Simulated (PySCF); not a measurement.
# C2H7N: the cost of one run

Computed with PySCF 2.14.0, with density-fitted response routines of our own, on a single molecule in the gas phase. Atoms count from 0, in the outputs and in this text.

### 1 Starting geometry

10 atoms, charge 0, multiplicity 1; geometry from: MMFF94s. The atoms were then displaced at random by about 0.03 Å, so the start is not that level's minimum.

Bonds of the start (Å): C0–N1 1.53, N1–C2 1.48, C0–H3 1.02, C0–H4 1.11, C0–H5 1.07, N1–H6 1.01, C2–H7 1.09, C2–H8 1.00, C2–H9 1.13.

### 2 Geometry optimisation at PBE0-D3(BJ)/def2-SVP

What the job is given:

```
{"job": {"xc": "PBE0", "basis": "def2-SVP", "d3": "d3bj", "grid": 1, "shake": 0.03, "kind": "geom"}, "charge": 0, "multiplicity": 1}
C      1.244000     0.121590     0.148260
N     -0.024300     0.179910    -0.710690
C     -1.262380    -0.076820     0.060690
H      1.431990    -0.762490     0.615430
H      1.117440     0.961580     0.866830
H      2.051690     0.417340    -0.488160
H      0.117330    -0.534530    -1.417030
H     -1.106220    -1.032320     0.559720
H     -2.085570    -0.046800    -0.508210
H     -1.359320     0.695790     0.877580
```

Command:

```bash
$ OMP_NUM_THREADS=1 python probes_run.py task.json out
```

One launch serves the whole session: the jobs run in the order shown.

Q: Estimate the wall time and peak memory of this first job on 1 thread of Arm Neoverse V1, shared host.

About 10 s, with a peak of 0.32 GiB.
